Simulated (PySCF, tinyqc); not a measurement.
Inside a calculation. Method: RHF in the sto-3g basis, for LiH, spin multiplicity 1. The lowest restricted solution is unstable here: a spin-polarised one lies 0.0042 hartree lower (PySCF). One step of it, computed by the program tinyqc.

Question. Iteration 3: diagonalisation and new density. Diagonalise F' = X^T F X, C = X C', fill 2 alpha and 2 beta electrons from the bottom; D = 2 C_occ C_occ^T. Each column has its largest component positive (the first on a tie).

Fock matrix F (hartree), order 1Li 1s, 1Li 2s, 1Li 2px, 1Li 2py, 1Li 2pz, 2H 1s:
```
[[-2.389232, -0.646873, 0.000403, 0.004253, 0.012209, -0.049954],
 [-0.646873, -0.210818, -0.001672, -0.007018, -0.045538, -0.190511],
 [0.000403, -0.001672, 0.150314, -0.000571, -0.002446, -0.004224],
 [0.004253, -0.007018, -0.000571, 0.147917, -0.010803, -0.018608],
 [0.012209, -0.045538, -0.002446, -0.010803, 0.073478, -0.175046],
 [-0.049954, -0.190511, -0.004224, -0.018608, -0.175046, -0.061785]]
```

X, order 1Li 1s, 1Li 2s, 1Li 2px, 1Li 2py, 1Li 2pz, 2H 1s:
```
[[1.023427, -0.129478, 0.000000, 0.000000, -0.006051, 0.018097],
 [-0.129478, 1.054277, 0.000000, 0.000000, 0.044323, -0.153311],
 [0.000000, 0.000000, 1.000000, 0.000000, 0.000000, 0.000000],
 [0.000000, 0.000000, 0.000000, 1.000000, 0.000000, 0.000000],
 [-0.006051, 0.044323, 0.000000, 0.000000, 1.062374, -0.216716],
 [0.018097, -0.153311, 0.000000, 0.000000, -0.216716, 1.092642]]
```

Give: F' = X^T F X; orbital energies; coefficients C; D after iteration 3.

Answer.

F' = X^T F X (hartree):
```
[[-2.336, -0.362, 0.001, 0.005, 0.007, 0.023],
 [-0.362, -0.041, -0.001, -0.006, 0.018, -0.196],
 [0.001, -0.001, 0.150, -0.001, -0.002, -0.004],
 [0.005, -0.006, -0.001, 0.148, -0.008, -0.017],
 [0.007, 0.018, -0.002, -0.008, 0.160, -0.220],
 [0.023, -0.196, -0.004, -0.017, -0.220, 0.069]]
```

orbital energies (hartree): [-2.392, -0.215, 0.062, 0.149, 0.150, 0.395]

coefficients C, order 1Li 1s, 1Li 2s, 1Li 2px, 1Li 2py, 1Li 2pz, 2H 1s:
```
[[0.992, -0.155, -0.207, 0.001, 0.000, 0.118],
 [0.032, 0.527, 0.773, 0.005, 0.000, -0.526],
 [0.000, 0.012, -0.012, 0.220, 0.975, -0.004],
 [-0.002, 0.051, -0.051, 0.973, -0.221, -0.015],
 [-0.004, 0.288, -0.608, -0.061, 0.000, -0.849],
 [-0.002, 0.601, -0.222, -0.029, 0.000, 0.924]]
```

D after iteration 3, order 1Li 1s, 1Li 2s, 1Li 2px, 1Li 2py, 1Li 2pz, 2H 1s:
```
[[2.015, -0.100, -0.004, -0.019, -0.097, -0.190],
 [-0.100, 0.557, 0.012, 0.054, 0.304, 0.633],
 [-0.004, 0.012, 0.000, 0.001, 0.007, 0.014],
 [-0.019, 0.054, 0.001, 0.005, 0.030, 0.062],
 [-0.097, 0.304, 0.007, 0.030, 0.166, 0.347],
 [-0.190, 0.633, 0.014, 0.062, 0.347, 0.723]]
```
